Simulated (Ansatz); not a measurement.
Ansatz (a first-principles code) input (BLYP/def2-TZVPD):

Ansatz 0.2 input:
```yaml
crystal:
  periodic: [false, false, false]
  atoms:
    - {symbol: N, position_ang: [-0.00536348, 0.01082114, 1.24195927]}
    - {symbol: C, position_ang: [0.00924693, 1.06740937, 0.41510040]}
    - {symbol: C, position_ang: [-0.01291185, -1.06001520, 0.43354086]}
    - {symbol: C, position_ang: [0.01130691, 0.67035162, -0.98668825]}
    - {symbol: C, position_ang: [-0.00283558, -0.68744301, -0.97491892]}
    - {symbol: H, position_ang: [0.01804177, 2.07833538, 0.79979338]}
    - {symbol: H, position_ang: [-0.02510476, -2.06408540, 0.83569978]}
    - {symbol: H, position_ang: [0.02192854, 1.33244179, -1.83739377]}
    - {symbol: H, position_ang: [-0.00615967, -1.36425639, -1.81401885]}
basis:
  gaussian:
    orbitals: def2-TZVPD
hamiltonian:
  xc: {name: BLYP}
magnetization: {spin_polarized: true, initial_magnetization: 1}
output: {forces: true}
```

Output:

```
Functional definition: BLYP
integrals: 0.11 GiB planned
1079 factors; their error is unknown
mean field: 1.30 GiB planned
mean field evaluation 1: about -5689.3383 eV, gradient 5.0e1 eV
mean field evaluation 2: about -5652.7258 eV, gradient 9.5e1 eV
mean field evaluation 4: about -5700.7588 eV, gradient 8.9e0 eV
mean field evaluation 8: about -5701.1145 eV, gradient 2.4e-1 eV
mean field evaluation 16: about -5701.0646 eV, gradient 4.4e-4 eV
mean field evaluation 32: about -5699.8186 eV, gradient 6.4e-1 eV
mean field -5701.06459159 eV, -209.5102594205 hartree, gradient 3.3e-5 eV, S^2 0.757703; 6 other end points of the search recorded, 0 dependent functions left out
the calculation of the forces begins
reference -5701.06494659 eV, -209.5102724666 hartree; 18, 17 occupied and 203, 204 virtual orbitals, 1079 factors
Total energy: -5701.06494659 eV, -209.5102724666 hartree
Atom 0 at    -0.005363     0.010821     1.241959 Å, force    -0.003289     0.006636     0.761603 eV/Å
Atom 1 at     0.009247     1.067409     0.415100 Å, force     0.003924     0.336176    -0.098800 eV/Å
Atom 2 at    -0.012912    -1.060015     0.433541 Å, force    -0.003096    -0.337847    -0.092957 eV/Å
Atom 3 at     0.011307     0.670352    -0.986688 Å, force     0.004397     0.345095    -0.185094 eV/Å
Atom 4 at    -0.002836    -0.687443    -0.974919 Å, force    -0.002825    -0.348269    -0.179084 eV/Å
Atom 5 at     0.018042     2.078335     0.799793 Å, force     0.002006     0.229813     0.085871 eV/Å
Atom 6 at    -0.025105    -2.064085     0.835700 Å, force    -0.002765    -0.228282     0.089842 eV/Å
Atom 7 at     0.021929     1.332442    -1.837394 Å, force     0.002396     0.149329    -0.191999 eV/Å
Atom 8 at    -0.006160    -1.364256    -1.814019 Å, force    -0.000749    -0.152652    -0.189382 eV/Å
Dipole moment:     0.001829    -0.003690    -0.423513 e Å
```

It need not be the lowest isomer of its formula.
